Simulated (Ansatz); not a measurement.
SiH2: how the atomization moves with the basis

SiH2, singlet; coordinates (Å): Si 0.000 -0.071 0.000; H 0.000 0.996 -1.090; H 0.000 0.996 1.090. Quantity: atomization.

Ansatz 0.2.0, basis cc-pVDZ or cc-pVTZ; geometries are PBE0/def2-TZVP minima. Wave-function levels freeze the cores; HF, MP2 and coupled cluster are restricted for singlets and unrestricted otherwise, atoms included (their steps beyond CCSDT(Q) come from restricted open-shell runs), Kohn–Sham unrestricted where that lies lower. The reference is full CI, exact within the basis. Semilocal and hybrid functionals correlate all electrons outside any core potential and usually lie nearer their basis limit than the reference, so part of their error here is the reference's basis and frozen-core error; RPA and the MP2 part of double hybrids freeze the same cores as the reference. None of these values is a measured one. Energies are electronic, without zero-point terms. No spin–orbit coupling and no scalar relativity. The species are chosen: bound, without strong static correlation by their natural occupations or amplitudes, in their lowest spin state as far as vertical gaps and like structures tell, and with a ladder that closes on the reference, so errors are smaller than for species at large; levels whose determinant breaks symmetry or spin markedly are left out.

| level | cc-pVDZ (kJ/mol) | cc-pVTZ (kJ/mol) |
| --- | --- | --- |
| reference | 588.3 (full CI) | 625.1 (full CI) |
| CCSD | 584.3 | 621.4 |
| CCSD(T) | 587.5 | 624.7 |
| CCSDT | 588.1 | 624.8 |
| PBE | 606.7 | 616.7 |
| PBE0 | 603.1 | 613.2 |
| B3LYP | 627.1 | 639.8 |
| wB97M-V | 642.4 | 647.3 |

From cc-pVDZ to cc-pVTZ the reference moves by 36.8 kJ/mol and PBE by 10.0; the step from CCSD(T) to the reference is 0.7 in the first and 0.4 in the last.
